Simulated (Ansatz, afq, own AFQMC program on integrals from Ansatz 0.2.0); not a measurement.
AFQMC on a folder of integrals that Ansatz 0.2.0 wrote.

```yaml
crystal:
  periodic: [false, false, false]
  atoms:
    - {symbol: Si, position_ang: [0.000000, 0.000000, 1.658754]}
    - {symbol: B, position_ang: [0.000000, 0.000000, -0.236394]}
    - {symbol: H, position_ang: [0.000000, 0.000000, -1.422360]}
basis:
  gaussian: {orbitals: 6-31G}
total_charge: 1
magnetization: {spin_polarized: true, initial_magnetization: 1}
correlation: {method: ccsd_t, electrons: outside_noble_gas, hamiltonian_folder: ham}
```

```sh
$ ansatz run in.yaml --threads 1 --pin off --events-out ev --progress --plain --max-ram 1843MiB
```

Options of the walk:

```
--method free --trial cisd --walkers 170 --time-step 0.03 --max-blocks 80 --target-error 0.00032 --factor-cut 1e-05 --seed 1948 --times 0,0.3,0.6,1.2,1.8,2.4,3.6,4.8,6 --taylor-order 8
```

Times are imaginary, in 1/Eh. The walk had a cap of 524 s.

Log:

```
orbitals 18  electrons 4 3  factors 106 of 298
reference energy -313.74596549 Eh
CCSD correlation -0.08621682 Eh in 21 cycles, weight of the determinant in the CISD state 0.8134
repeat  energy at the last time / Eh  error
    10  -313.836216  0.000474
    20  -313.836040  0.000370
    30  -313.835714  0.000310
time / (1/Eh)  energy / Eh  error  mean overlap
  0.00  -313.832275  0.000089  1.2306
  0.30  -313.833242  0.000128  1.2342
  0.60  -313.834016  0.000123  1.2317
  1.20  -313.834602  0.000131  1.2306
  1.80  -313.834780  0.000135  1.2339
  2.40  -313.835042  0.000134  1.2407
  3.60  -313.835269  0.000227  1.2457
  4.80  -313.835116  0.000288  1.2292
  6.00  -313.835707  0.000300  1.2162
energy -313.835707 +/- 0.000300 Eh
```

The run passed its tests (error under three times the target), which doesn't prove that it has relaxed.

Against this walk (error 8.2 meV) on the same determinant: CCSD(T) 44.8 meV higher, CCSDT(Q) 16.4 meV higher, CCSDTQ 15.2 meV higher (within the noise), full CI 15.0 meV higher (within the noise). The error is statistical, and a free projection of finite length keeps a remainder of its start. The determinant has ⟨S²⟩ = 1.13, so the low cluster orders mix in higher spin, and so can this walk. The last points scatter (meV from the last: 25 ± 4 at 1.80, 18 ± 4 at 2.40, 12 ± 6 at 3.60, 16 ± 8 at 4.80, 0 ± 8 at 6.00); the last is the one printed as the energy, and the gaps above move with that scatter. The determinant is a poor start (see the cautions), so the low cluster orders aren't to be relied on, and full CI is the sure value.

Cautions: remainder of the start not in the error; start is not spin pure; strong correlation (T1 0.088, weight of the determinant 0.81, largest double 0.10); unrestricted determinant spin contaminated (⟨S²⟩ 1.13 against 0.75).

The walk took 31 s on 1 thread of Intel(R) Xeon(R) 6975P-C (Granite Rapids), with other jobs on the host. The log's last line is the free-projection energy.

CCSDT and higher add their correlation energy to the determinant of the CCSD(T) run, since their own runs factorise the integrals more tightly (a shift of under 2 meV).
